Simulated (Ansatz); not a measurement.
# BH3: the cost of one run

Method: def2-QZVPP, all electrons in the functionals, frozen cores in the correlation of double hybrids and RPA; program: Ansatz 0.2.0, Gaussian basis.

The runs, in order: wB97M-V, B2PLYP, at charge 0, triplet; charge 0, singlet; charge 0, quintet; charge 1, doublet; charge 1, quartet.

2 further runs of the same task are left out: 2 set aside as unsound or not needed.

## 1. The system

The geometry is a PBE0/def2-TZVP stationary point (not a proven minimum).

4 atoms, charge 0, spin multiplicity 3.

Atoms are counted from 1 here; the program's logs count them from 0.

Bond lengths: B1–H2 1.281 Å, B1–H3 1.186 Å, B1–H4 1.281 Å. Angles: H2–B1–H3 117.7°, H2–B1–H4 49.8°, H3–B1–H4 117.7°.

Geometry (Å):

```xyz
4
charge 0, multiplicity 3
B    -0.1149    0.0000    0.0891
H     0.3114    0.5391   -0.9919
H     0.6095    0.0000    1.0286
H     0.3113   -0.5391   -0.9919
```

No dispersion term is added; wB97M-V holds VV10 nonlocal correlation.

The geometry shown and the zero of energy belong to the point charge 0, triplet. The yardstick, UCCSD(T), and other wave-function levels (R restricted, U unrestricted, valence and pair active spaces) come from earlier runs.

## 2. wB97M-V, charge 0, triplet

Contents of in.yaml:

```yaml
crystal:
  periodic: [false, false, false]
  atoms:
    - {symbol: B, position_ang: [-0.114887, 0.000009, 0.089052]}
    - {symbol: H, position_ang: [0.311423, 0.539087, -0.991887]}
    - {symbol: H, position_ang: [0.609492, -0.000048, 1.028622]}
    - {symbol: H, position_ang: [0.311340, -0.539134, -0.991888]}
basis:
  gaussian: {orbitals: "def2-QZVPP.json"}
magnetization: {spin_polarized: true, initial_magnetization: 2}
hamiltonian: {xc: {name: wB97M-V}}
output: {orbitals: {seedname: orbitals}}
```

On the command line:

```sh
ansatz run in.yaml --threads 1 --pin off --events-out ev --progress --plain --max-ram 2393MiB
```

**Question.** How long does this run take on 1 thread of Arm Neoverse V1, shared host?

About 5 s.
